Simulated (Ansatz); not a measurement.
Write a Python script for the Ansatz DFT code, driven from Python that makes a single point from an input written key by key of C₂H₂N₂O, SMILES c1ncon1. Settings: MP2, cc-pVDZ basis, multiplicity 1.

```xyz
7

C    -1.0351    0.1323    0.1104
N     0.0356    0.8097    0.6217
C     1.0379    0.1448    0.1025
O     0.6626   -0.8922   -0.6909
N    -0.7366   -0.8995   -0.6847
H    -2.0625    0.3951    0.3209
H     2.0981    0.3098    0.2203
```

The script, `c2h2n2o_deck.py`:
```python
"""C2H2N2O through the session interface."""

import ansatz as az

deck = {
    "crystal": {
        "periodic": [False, False, False],
        "atoms": [
            {"symbol": "C", "position_ang": [-1.0351, 0.1323, 0.1104]},
            {"symbol": "N", "position_ang": [0.0356, 0.8097, 0.6217]},
            {"symbol": "C", "position_ang": [1.0379, 0.1448, 0.1025]},
            {"symbol": "O", "position_ang": [0.6626, -0.8922, -0.6909]},
            {"symbol": "N", "position_ang": [-0.7366, -0.8995, -0.6847]},
            {"symbol": "H", "position_ang": [-2.0625, 0.3951, 0.3209]},
            {"symbol": "H", "position_ang": [2.0981, 0.3098, 0.2203]},
        ],
    },
    "basis": {"gaussian": {"orbitals": "cc-pVDZ"}},
    "correlation": {"method": "mp2"},
}
session = az.Session.from_dict(deck)
r = session.plan(threads=1).execute().report

print(f"E = {r['free_energy_ev']:.6f} eV = {r['free_energy_ev'] / 27.211386246:.7f} Ha")
print("converged:", r["converged"], " doubts:", r["published_state_doubts"] or "none")
symbols = ["C", "N", "C", "O", "N", "H", "H"]
parts = r["correlation"]
for name in ("random_phase", "coupled_cluster", "perturbative"):
    if name in parts:
        print(f"{name:16s} {parts[name]['energy']['hartree']:12.7f} Ha")
if "second_order" in parts:
    pair = parts["second_order"]
    print(f"MP2 same spin {pair['same_spin']['hartree']:.7f} Ha, opposite spin {pair['opposite_spin']['hartree']:.7f} Ha")
field = r["mean_field"]
print("<S^2> =", round(abs(field["state"]["spin_squared"]), 4), " all-electron relativity setting:", field["relativity"])
print("passes:", field["passes"])
if "symmetry" in field:
    print("occupied orbitals by irrep:", field["symmetry"]["occupied"])
```

`python c2h2n2o_deck.py` gives:
```text
E = -7112.621416 eV = -261.3840159 Ha
converged: True  doubts: none
MP2 same spin -0.2108775 Ha, opposite spin -0.5589423 Ha
<S^2> = 0.0  all-electron relativity setting: none
passes: {'evaluations': 12, 'products': 40}
occupied orbitals by irrep: [{'A': 18}, {'A': 18}]
```

Total energies depend on the basis set; only differences at equal settings carry meaning. The geometry is a force-field or estimated start, not a minimum of this method, and the basis set is short of its limit. The whole script took 0.9 s on 1 thread of Arm Neoverse V2, with other jobs on the host, peak memory 0.17 GiB.
